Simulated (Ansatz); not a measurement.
Species: methanedithione, CS₂, net charge 0, singlet state. 
Coordinates optimised at B3LYP-D3(BJ)/def2-TZVP (Ansatz, an electronic-structure program):
```xyz
3

S      0.0000     0.0000    -1.5527
C      0.0000     0.0000     0.0000
S      0.0000     0.0000     1.5527
```
Charge 0, spin multiplicity 1.

Basis-set convergence of Hartree-Fock and MP2 correlation energies (hartree) with Ansatz. Valence correlation only, unless marked. No spin-orbit coupling. Non-relativistic.

```json
[
 {"basis": "cc-pV(D+d)Z", "functions": "60", "E(HF)": "-832.93554", "E(corr, MP2)": "-0.39598"},
 {"basis": "cc-pV(T+d)Z", "functions": "108", "E(HF)": "-832.97161", "E(corr, MP2)": "-0.49457"},
 {"basis": "cc-pV(Q+d)Z", "functions": "183", "E(HF)": "-832.98064", "E(corr, MP2)": "-0.53211"}
]
```

Extrapolating the two largest sets (X = 3 and 4) as X^-3: E(corr) = (64·(-0.53211) - 27·(-0.49457))/37 = -0.5595 Eh, an estimate of the basis-set limit. The largest set recovers 95.1 % of it, the smallest 70.8 %.
